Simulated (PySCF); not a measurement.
Molecule: `c1cc[nH]c1`, C$_{4}$H$_{5}$N.

Atoms are numbered as in `[cH:1]1[cH:2][cH:3][nH:4][cH:5]1`. Hydrogens are named by the atom that carries them.

Geometry PBE0-D3(BJ)/def2-SVP throughout; GIAO in PySCF, gas phase, one conformer, non-relativistic; equivalent atoms averaged; basis pcSseg-2.

For orientation, BLYP gives these shifts δ (against TMS, NH3 at the same level): C3/C5 120.0, C1/C2 115.4, N4 174.1, H(N4) 7.77, H(C3)/H(C5) 6.70, H(C1)/H(C2) 6.42 ppm.

A run gave: C3/C5 124.4, C1/C2 120.4, N4 182.6, H(N4) 7.93, H(C3)/H(C5) 6.77, H(C1)/H(C2) 6.55 ppm (shifts δ (against TMS, NH3 at the same level)).

Which functional was used in that run?
A. PBE0
B. B3LYP
C. LDA
D. BHandHLYP
E. HF

## Answers

C. N4 tells them apart best: LDA gives 182.6, BHandHLYP gives 166.7, PBE0 gives 169.9, B3LYP gives 171.6, HF gives 154.0 ppm.
